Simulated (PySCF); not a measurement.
Estimate the missing entries of this data sheet.

Species: diethyl sulfide, C4H10S.
Atom-mapped SMILES: `[CH3:1][CH2:2][S:3][CH2:4][CH3:5]` (hydrogens: H6, H7, H8 on C1; H9, H10 on C2; H11, H12 on C4; H13, H14, H15 on C5)

Structure used (PBE0-D3(BJ)/def2-TZVP), in Å, numbered top down from 1:
```
atom  x, y, z in Å
C1    -1.8661   -0.0689    0.4344
C2    -1.1609    0.8860   -0.5072
S3    -0.2223    0.0926   -1.8313
C4     1.0243   -0.8341   -0.9095
C5     1.9792    0.0194   -0.0998
H6    -2.4542    0.4859    1.1706
H7    -1.1552   -0.6884    0.9856
H8    -2.5353   -0.7329   -0.1153
H9    -0.5106    1.5736    0.0390
H10   -1.8880    1.5028   -1.0416
H11    1.5628   -1.3860   -1.6841
H12    0.5320   -1.5805   -0.2814
H13    2.7385   -0.6048    0.3800
H14    2.4823    0.7503   -0.7353
H15    1.4576    0.5636    0.6903
```

| property | level | value |
| --- | --- | --- |
| point group | PBE0-D3(BJ)/def2-TZVP | ? |
| rotational constants A, B, C | PBE0-D3(BJ)/def2-TZVP | ? |
| dipole moment | PBE0/pcSseg-2 | ? |
| HOMO energy | PBE0/pcSseg-2 | -6.24 eV |
| LUMO energy | PBE0/pcSseg-2 | 0.50 eV |
| 13C chemical shifts (computed TMS as zero) by class | GIAO PBE0/pcSseg-2 | 26.0 (C2/C4), 14.5 (C1/C5) ppm |
| 1H chemical shifts (computed TMS as zero) by class | GIAO PBE0/pcSseg-2 | 2.51 (H9/H10/H11/H12), 1.16 (H6/H7/H8/H13/H14/H15) ppm |
| isotropic shieldings of nuclei other than C and H, by class | GIAO PBE0/pcSseg-2 | ? |

Electronic properties: PySCF, gas phase, density fitting. One conformer (not necessarily the lowest) at the PBE0-D3(BJ)/def2-TZVP geometry, without solvent or vibrations. NMR classes are plain means over equivalent atoms (diastereotopic ones count apart unless rotation or inversion swaps them), as if these changed places fast; in this geometry the members of some classes differ.

Task: Give the point group.

Result: C2.

Task: What are the rotational constants A, B, C?

Result: 5.302, 2.708, 2.175 GHz.

Task: Give the isotropic shieldings of nuclei other than C and H, by class.

Result: 480 (S3) ppm.

Task: What is the dipole moment?

Result: 1.73 D.

In atomic units the dipole is 0.68 e·bohr (1 au = 2.5417 D). With B = h/(8π²I), that is 505.379 GHz u Å² over I, the principal moments of inertia are 95.3, 186.6 and 232.3 u Å² (most abundant isotopes). The rotational constants make it an asymmetric top with κ = (2B − A − C)/(A − C) = -0.66, nearer the prolate limit (−1). A dipole of 1.73 D is allowed in C2, and pure rotational transitions are dipole-allowed.
